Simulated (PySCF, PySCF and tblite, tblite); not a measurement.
# C₄H₇NS: a path driven as rotation about a bond, and NMR exchange, part 1 of 2

How fast is rotation about a bond in C₄H₇NS (`C=CN(C)C=S`), and when do the exchanging lines merge?

Programs: PySCF 2.14.0 with density-fitted response routines of our own, and tblite 0.8.0. All values are computed, except where a source is named. Atoms count from 0 throughout.

### Step 1. The molecule as given

13 atoms, charge 0, multiplicity 1; geometry from: force field or distance geometry start.

Bonds of the start (Å): C0–C1 1.34, C0–H6 1.09, C0–H7 1.08, C1–H8 1.10, C1–N2 1.38, C3–H10 1.10, C3–H11 1.09, C3–H9 1.08, C4–H12 1.10, C4–S5 1.67, N2–C3 1.48, N2–C4 1.41.

### Step 2. GFN2-xTB relaxation, start minimum

Job settings and geometry (Å):

```
{"job": {"xc": "GFN2-xTB", "basis": "xTB", "kind": "relax"}, "charge": 0, "multiplicity": 1}
C      1.989300    -0.017100    -0.300600
C      0.834900    -0.705900    -0.257700
N     -0.415200    -0.199600     0.031500
C     -0.574000     1.248300     0.286300
C     -1.518800    -1.073900     0.049600
S     -3.132300    -0.732800     0.337500
H      2.039800     1.056600    -0.130500
H      2.921100    -0.515700    -0.520900
H      0.893000    -1.785300    -0.436400
H     -0.236500     1.802700    -0.575800
H      0.025800     1.504300     1.168500
H     -1.608000     1.529500     0.500000
H     -1.223600    -2.110500    -0.169300
```

Run with:

```
> OMP_NUM_THREADS=1 python ens_run.py task.json out
```

This one command runs the whole study; its stages follow in the order run.

Log:

```text
step      E/eV     max force
  0    -496.92145    2.375
  1    -497.04108    1.006
  2    -497.07708    0.661
  3    -497.10316    0.440
  4    -497.11747    0.345
  5    -497.12963    0.270
  6    -497.13803    0.210
  7    -497.14441    0.166
  8    -497.14719    0.130
  9    -497.14867    0.091
 10    -497.15009    0.093
 11    -497.15202    0.117
 12    -497.15398    0.126
 13    -497.15542    0.104
 14    -497.15626    0.077
 15    -497.15676    0.053
 16    -497.15701    0.035
 17    -497.15709    0.021
 18    -497.15713    0.020
 19    -497.15718    0.019
 20    -497.15721    0.020
 21    -497.15724    0.013
 22    -497.15725    0.010
 23    -497.15726    0.011
 24    -497.15728    0.015
 25    -497.15731    0.016
 26    -497.15732    0.013
 27    -497.15733    0.010
 28    -497.15734    0.010
 29    -497.15734    0.010
 30    -497.15735    0.008
 31    -497.15735    0.004
 32    -497.15735    0.005
 33    -497.15736    0.005
 34    -497.15736    0.004
 35    -497.15736    0.003
```

Run time: 0.46 s. Hardware: 1 thread of Intel Xeon Platinum 8259CL at 2.50GHz, shared host.

Gain 0.236 eV; displacement 0.07 Å root mean square.

### Step 3. Relaxed scan, rotation

Job settings and geometry (Å):

```
{"job": {"xc": "GFN2-xTB", "basis": "xTB", "coordinate": [["t", [5, 4, 2, 1], 0.25], ["t", [5, 4, 2, 3], 0.25], ["t", [12, 4, 2, 1], 0.25], ["t", [12, 4, 2, 3], 0.25]], "kind": "drive"}, "charge": 0, "multiplicity": 1}
C      1.968976    -0.001131    -0.296120
C      0.848594    -0.712633    -0.248347
N     -0.414634    -0.215763     0.024497
C     -0.572008     1.195415     0.285849
C     -1.478462    -1.034387     0.045200
S     -3.024104    -0.602200     0.348493
H      2.007400     1.058285    -0.123220
H      2.901947    -0.484855    -0.517555
H      0.867029    -1.778662    -0.430930
H     -0.245927     1.776650    -0.577590
H      0.014229     1.484052     1.159177
H     -1.626078     1.391813     0.476816
H     -1.251351    -2.076098    -0.163999
```

Log:

```text
point  coordinate     E/eV
  0    -75.800     -497.11350
  1    -61.500     -496.98596
  2    -47.100     -496.78563
  3    -32.300     -496.53220
  4    -17.100     -496.26655
  5      0.100     -496.12480
  6     16.900     -496.27232
  7     32.300     -496.53442
  8     46.900     -496.77253
  9     61.400     -496.95282
 10     75.700     -497.06016
 11     90.000     -497.10037
```

Run time: 4.3 s. Hardware: 1 thread of Intel Xeon Platinum 8259CL at 2.50GHz, shared host.

The highest point is number 5, 22.8 kcal/mol above the first.

### Step 4. Nudged elastic band, leg 1

Changed since step 3:

```diff
@@ -1,2 +1,2 @@
-{"job": {"xc": "GFN2-xTB", "basis": "xTB", "coordinate": [["t", [5, 4, 2, 1], 0.25], ["t", [5, 4, 2, 3], 0.25], ["t", [12, 4, 2, 1], 0.25], ["t", [12, 4, 2, 3], 0.25]], "kind": "drive"}, "charge": 0, "multiplicity": 1}
+{"job": {"xc": "GFN2-xTB", "basis": "xTB", "kind": "neb"}, "charge": 0, "multiplicity": 1}
 C      1.968976    -0.001131    -0.296120
```

Log:

```text
image   E - E0 / eV
  0       0.0000
  1       0.1253
  2       0.5855
  3       1.0327
  4       0.6206
  5       0.1763
  6       0.0566
```

It took 4.8 s on 1 thread of Intel Xeon Platinum 8259CL at 2.50GHz, shared host; peak memory 0.19 GiB.

The highest point is number 3, 23.8 kcal/mol above the first.

### Step 5. Saddle search, leg 1

Job settings and geometry (Å):

```
{"job": {"xc": "GFN2-xTB", "basis": "xTB", "kind": "saddle"}, "charge": 0, "multiplicity": 1}
C      1.905359     0.040621    -0.513457
C      0.834276    -0.700497    -0.262269
N     -0.332687    -0.283120     0.365985
C     -0.539164     1.137617     0.575736
C     -1.495543    -1.010370     0.076206
S     -2.308800    -0.952277    -1.318960
H      1.961069     1.092026    -0.301270
H      2.782539    -0.412102    -0.936541
H      0.824989    -1.756283    -0.499115
H     -0.559022     1.695758    -0.366872
H      0.265938     1.517030     1.203531
H     -1.486497     1.281698     1.093302
H     -1.852458    -1.650101     0.883723
```

Log:

```text
step      E/eV     max force
  0    -496.12471   0.0112
  1    -496.12494   0.0247
  2    -496.12497   0.0028
lowest wavenumbers (cm-1): -371.6 87.7 170.1 200.9 222.7 308.3
```

It took 2.9 s on 1 thread of Intel Xeon Platinum 8259CL at 2.50GHz, shared host; peak memory 0.19 GiB.

Point group C1; 1 imaginary mode, 372i cm⁻¹, carried by H12, C4, S5. Steps downhill from it reached both ends.

### Step 6. Saddle search, other pyramid

Job settings and geometry (Å):

```
{"job": {"xc": "GFN2-xTB", "basis": "xTB", "kind": "saddle"}, "charge": 0, "multiplicity": 1}
C      0.468919     1.290633     2.034271
C     -0.475010     0.776192     1.257031
N     -0.332663    -0.283177     0.368780
C      0.879505    -1.078601     0.419728
C     -1.494925    -1.007640     0.068795
S     -2.302243    -0.936953    -1.329190
H      1.462871     0.889750     2.104066
H      0.259581     2.162991     2.624631
H     -1.464563     1.213040     1.227701
H      0.998563    -1.593106     1.379647
H      1.731909    -0.422145     0.252802
H      0.844839    -1.819191    -0.378202
H     -1.856128    -1.652791     0.869931
```

Log:

```text
step      E/eV     max force
  0    -496.09421   0.3475
  1    -496.10326   0.0257
  2    -496.10331   0.0100
  3    -496.10332   0.0000
lowest wavenumbers (cm-1): -403.5 90.5 163.2 187.8 212.1 299.4
```

It took 3 s on 1 thread of Intel Xeon Platinum 8259CL at 2.50GHz, shared host; peak memory 0.2 GiB.

Point group C1; 1 imaginary mode, 404i cm⁻¹, carried by H12, C4, S5. Steps downhill from it reached both ends.

### Step 7. Shieldings, start: BHandHLYP/pcSseg-1 in chloroform

Job settings and geometry (Å):

```
{"job": {"kind": "nmr", "xc": "BHandHLYP", "basis": "pcSseg-1", "solvent": "chloroform", "pop": false}, "charge": 0, "multiplicity": 1}
C      1.968976    -0.001131    -0.296120
C      0.848594    -0.712633    -0.248347
N     -0.414634    -0.215763     0.024497
C     -0.572008     1.195415     0.285849
C     -1.478462    -1.034387     0.045200
S     -3.024104    -0.602200     0.348493
H      2.007400     1.058285    -0.123220
H      2.901947    -0.484855    -0.517555
H      0.867029    -1.778662    -0.430930
H     -0.245927     1.776650    -0.577590
H      0.014229     1.484052     1.159177
H     -1.626078     1.391813     0.476816
H     -1.251351    -2.076098    -0.163999
```

Log:

```text
coarse grid: 11376 points
cycle   1  E = -609.2780989735  dE =  1.059e+00  |g| = 4.670e-01  |ddm| = 3.200e+00
cycle   2  E = -609.2506692458  dE =  2.743e-02  |g| = 6.191e-01  |ddm| = 1.092e+00
cycle   3  E = -609.3444854898  dE = -9.382e-02  |g| = 4.429e-02  |ddm| = 5.734e-01
cycle   4  E = -609.3449747443  dE = -4.893e-04  |g| = 2.692e-02  |ddm| = 7.135e-02
cycle   5  E = -609.3451240809  dE = -1.493e-04  |g| = 5.715e-03  |ddm| = 2.483e-02
cycle   6  E = -609.3451327335  dE = -8.653e-06  |g| = 2.573e-03  |ddm| = 7.904e-03
final grid: 105176 points
cycle   7  E = -609.3759764997  dE = -1.661e-05  |g| = 3.933e-03  |ddm| = 1.504e-02
cycle   8  E = -609.3759761351  dE =  3.646e-07  |g| = 4.447e-03  |ddm| = 5.893e-03
cycle   9  E = -609.3759803972  dE = -4.262e-06  |g| = 4.056e-04  |ddm| = 2.947e-03
cycle  10  E = -609.3759804362  dE = -3.904e-08  |g| = 2.339e-04  |ddm| = 4.676e-04
cycle  11  E = -609.3759804496  dE = -1.344e-08  |g| = 6.911e-05  |ddm| = 2.550e-04
cycle  12  E = -609.3759804511  dE = -1.498e-09  |g| = 2.494e-05  |ddm| = 8.975e-05
cycle  13  E = -609.3759804514  dE = -2.499e-10  |g| = 6.437e-06  |ddm| = 5.061e-05
converged SCF energy = -609.3759804514

GIAO shielding tensors (ppm)
atom      isotropic    diamagn.    paramagn.     s11        s22        s33       span
  0 C       84.212     255.779    -171.567     -9.645     89.268    173.012    182.657
  1 C       38.394     252.913    -214.519    -71.410     64.836    121.755    193.165
  2 N       65.297     332.017    -266.720    -79.601     86.574    188.917    268.518
  3 C      155.472     246.683     -91.211    131.395    157.653    177.368     45.973
  4 C      -25.155     251.116    -276.271   -174.668    -12.327    111.530    286.199
  5 S      203.024    1056.852    -853.828   -282.276    165.574    725.773   1008.049
  6 H       27.024      32.396      -5.373     24.291     25.076     31.704      7.413
  7 H       27.055      29.135      -2.080     25.082     26.096     29.987      4.905
  8 H       24.901      31.648      -6.747     22.000     24.417     28.285      6.285
  9 H       29.169      30.748      -1.579     25.032     26.960     35.516     10.485
 10 H       29.166      30.748      -1.583     25.026     26.958     35.513     10.487
 11 H       26.148      29.751      -3.603     19.376     27.694     31.374     11.998
 12 H       22.391      29.523      -7.132     18.287     18.941     29.944     11.657
```

It took 21 s on 1 thread of Intel Xeon Platinum 8259CL at 2.50GHz, shared host; peak memory 0.81 GiB.

Key values: HOMO -7.37 eV, LUMO -0.33 eV; dipole 4.96 D.

(Continued in part 2 of 2.)
